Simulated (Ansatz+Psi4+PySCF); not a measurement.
```xyz
2

O     0.0000    0.0000   -1.0160
S     0.0000    0.0000    0.5080
```

Basis set: cc-pVTZ on O; cc-pV(T+d)Z on S (spherical functions). Correlated methods keep 6 orbitals frozen. Correlation on ROHF uses semicanonical orbitals with singles. Charge 0, multiplicity 3.

Computed with Ansatz (development build ahead of 0.2.0) and Psi4 1.11; each method stands on the lowest determinant of its kind that the runs found.

Q: Give the vertical ionization energy (product with multiplicity 2 at the same shape, open shells in the same class of orbitals) of triplet SO by ROHF-CCSD(T), ROHF-CCSD, UHF-CCSD(T), UHF-CCSD, ROHF-MP2, UHF-MP2, UHF, ROHF.

A:

```json
{"method": "ROHF-CCSD(T)", "ionization energy": "10.32 eV"}
{"method": "ROHF-CCSD", "ionization energy": "10.45 eV"}
{"method": "UHF-CCSD(T)", "ionization energy": "10.39 eV"}
{"method": "UHF-CCSD", "ionization energy": "10.50 eV"}
{"method": "ROHF-MP2", "ionization energy": "10.39 eV"}
{"method": "UHF-MP2", "ionization energy": "11.68 eV"}
{"method": "UHF", "ionization energy": "10.03 eV"}
{"method": "ROHF", "ionization energy": "10.56 eV"}
```

Caution for ROHF-CCSD(T), ROHF-CCSD, ROHF-MP2, ROHF: an unrestricted determinant lies well below. Caution for ROHF-CCSD(T), ROHF-CCSD, UHF-CCSD(T), UHF-CCSD, ROHF-MP2, UHF-MP2: large amplitudes, a single reference is doubtful. Caution for UHF-CCSD(T), UHF-MP2: another reference gives a lower total. Caution for UHF-CCSD(T), UHF-CCSD, UHF-MP2, UHF: the determinant may break the point group; the unrestricted determinant is spin contaminated. Caution for ROHF-MP2, UHF-MP2: MP2 on this radical cation hangs on the determinant chosen.
